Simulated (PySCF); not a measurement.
CF₄, charge +1, multiplicity 2. Atoms are numbered in the order given.

```xyz
5

F      0.7744    -0.7744     0.7364
C      0.0000     0.0000     0.0000
F      0.7744     0.7744    -0.7364
F     -0.7744    -0.7744    -0.7364
F     -0.7744     0.7744     0.7364
```
Charge +1, spin multiplicity 2.

The structure is a stationary point at B3LYP-D3(BJ)/def2-SVP. The geometry has at least one imaginary mode, so it is a saddle point at that level. The spin state was assumed, not searched.

Calculation: PBE0/def2-TZVPD (PySCF).

Mulliken values depend strongly on the basis, most of all with diffuse functions as here. ESP charges are fitted to the potential on shells at 1.4 to 2.0 van der Waals radii. Atomic charges (e):

| atom | Mulliken | ESP fit | Mulliken spin |
|---|---|---|---|
| F1 | 0.07 | 0.16 | 0.27 |
| C2 | 0.71 | 0.36 | -0.07 |
| F3 | 0.07 | 0.16 | 0.27 |
| F4 | 0.07 | 0.16 | 0.27 |
| F5 | 0.07 | 0.16 | 0.27 |
